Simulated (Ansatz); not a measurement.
A made-up structure of CH₄BS, doublet:

B1  (1.001, 0.351, 0.058)
S2  (-0.179, -1.013, -0.167)
C3  (-1.746, -0.303, -0.050)
H4  (-2.674, -0.808, -0.134)
H5  (1.658, 0.427, -0.883)
H6  (0.428, 1.334, 0.225)
H7  (1.663, 0.117, 0.969)
(Å)

It is relaxed with PBE-D4/def2-SVP and then PBE0-D4/def2-TZVP (Ansatz 0.2.0). Atoms count as bonded within 1.22 times the sum of their covalent radii (H–H: 0.88 Å). The end point is not checked to be a true minimum.

Task: Does its bonding change? (Judge from chemistry; the calculation decides.)

Result: Computed: No: no bond forms or breaks.

Where it ends: The first stage lowers the energy by 0.79 eV in 9 steps. It ends as CH₄BS ([BH3][S][CH]):
```tsv
atom	x (Å)	y (Å)	z (Å)
B1	1.0765	0.4836	0.0801
S2	-0.2811	-0.9220	-0.1552
C3	-1.7512	-0.4255	-0.0694
H4	-2.7295	-0.8859	-0.1459
H5	1.6696	0.3365	-0.9646
H6	0.4953	1.5164	0.2545
H7	1.6716	0.0032	1.0181
```

Labels in which every atom is bracketed show which atoms are joined, not bond orders.

For scale, one of the runs: PBE0-D4/def2-TZVP relaxation, 123 basis functions, launched by `ansatz run in.yaml --threads 2 --pin off --events-out ev --progress --plain --max-ram 4352MiB`. The run took about 28 s on 2 CPU threads of an Arm Neoverse V2 (shared host).
